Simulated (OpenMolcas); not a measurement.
A ladder of methods for AlH3 (SMILES [H][Al]([H])[H])

The species is AlH3 (4 atoms), meant as a singlet with charge 0. SMILES: `[H][Al]([H])[H]`. Geometry: a GFN2-xTB relaxation, a rough one for these elements and not checked as a minimum.

| atom | x (Å) | y (Å) | z (Å) |
| --- | --- | --- | --- |
| Al | 0.0000 | 0.0000 | 0.0000 |
| H | 1.5527 | -0.0305 | 0.0146 |
| H | -0.7498 | 1.3598 | -0.0191 |
| H | -0.8028 | -1.3293 | 0.0045 |

Each level gives the energy change with the Al1–H4 bond stretched from 1.553 to 2.718 Å (eV). The values are calculated.

```json
{"level": "HF/3-21G (restricted)", "kind": "Hartree–Fock", "program": "OpenMolcas", "value (eV)": "2.84", "less FCI/3-21G": "+0.76", "CPU time (all runs)": "3.1 s"}
{"level": "SVWN5/3-21G (restricted)", "kind": "LDA", "program": "OpenMolcas", "value (eV)": "2.29", "less FCI/3-21G": "+0.21", "CPU time (all runs)": "6.4 s"}
{"level": "PBE/3-21G (restricted)", "kind": "GGA", "program": "OpenMolcas", "value (eV)": "2.28", "less FCI/3-21G": "+0.20", "CPU time (all runs)": "7.1 s"}
{"level": "r2SCAN/3-21G (restricted)", "kind": "meta-GGA", "program": "OpenMolcas", "value (eV)": "2.45", "less FCI/3-21G": "+0.37", "CPU time (all runs)": "8.3 s"}
{"level": "MP2/3-21G (restricted)", "kind": "perturbation theory", "program": "OpenMolcas", "value (eV)": "2.54", "less FCI/3-21G": "+0.46", "CPU time (all runs)": "3.3 s"}
{"level": "CASPT2(2,2)/3-21G", "kind": "multireference", "program": "OpenMolcas", "value (eV)": "2.09", "less FCI/3-21G": "+0.01", "CPU time (all runs)": "3.4 s"}
{"level": "SC-NEVPT2(2,2)/3-21G", "kind": "multireference", "program": "OpenMolcas", "value (eV)": "2.07", "less FCI/3-21G": "-0.01", "CPU time (all runs)": "3.4 s"}
{"level": "CISD/3-21G (restricted)", "kind": "coupled cluster or CI", "program": "OpenMolcas", "value (eV)": "2.20", "less FCI/3-21G": "+0.12", "CPU time (all runs)": "3.4 s"}
{"level": "FCI/3-21G", "kind": "exact in the basis", "program": "OpenMolcas", "value (eV)": "2.08", "less FCI/3-21G": "0.00", "CPU time (all runs)": "7.7 s"}
```

FCI/3-21G is exact within its basis and frozen core, so for wave-function methods in that basis the difference is their error; functionals converge differently with the basis, so for them it is only a difference. Spin-restricted single references rise too steeply as a bond breaks, Hartree–Fock most of all. The first shape isn't each level's own minimum. The values span 2.07 to 2.84 eV. All rows use very small basis sets, so even the best lies far from the true value. CPU times are rough (shared hosts, several kinds of processor): they show what a rung costs within a factor of a few.
